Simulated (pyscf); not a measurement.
Routes from H₂O + HO–BH–OH

Candidate steps break at most two bonds and form at most two. Each was searched with GFN2-xTB (tblite) first. Single points on ωB97X-D3(BJ)/def2-SVP structures (PySCF, gas phase). Energies: ωB97M-D3(BJ)/def2-TZVP, kcal/mol, from the separated reactants, singlet surface; ΔG‡ with ideal gas, 1 atm, RRHO with modes under 100 cm⁻¹ raised to 100, one conformer, R ln 2 for chiral ones without a mode under 150 cm⁻¹.

| products | type | ΔE‡ | ΔE | ΔG‡ 298 K | ΔG‡ 900 K | ν‡ (cm⁻¹) |
|---|---|---|---|---|---|---|
| HO–BH–OH + H₂O | four-centre exchange (H–O, B–O broken, B–O, H–O formed) | 20.9 | 0.0 | 30.2 | 51.6 | 1225i |
| HO–B(OH)–OH + H₂ | four-centre exchange | 29.0 | -25.4 | 36.8 | 57.2 | 1462i |
| HO–BH–OH + H₂O | four-centre exchange (B–H, H–O broken, B–H, H–O formed) | 80.8 | 0.0 | 86.7 | 105.4 | 2859i |

Row 3: On the reactant side the descent ends in a complex (not fully relaxed), 4.2 kcal/mol under the separated species and 86.1 kcal/mol under the saddle at ωB97X-D3(BJ)/def2-TZVP. On the product side the descent ends in a complex (not fully relaxed), 4.2 kcal/mol under the separated species and 86.2 kcal/mol under the saddle at ωB97X-D3(BJ)/def2-TZVP. 

Plain bond fissions and candidates not yet searched are not listed, and one of them may be faster. Each barrier is that of the saddle found; lower ones may exist.
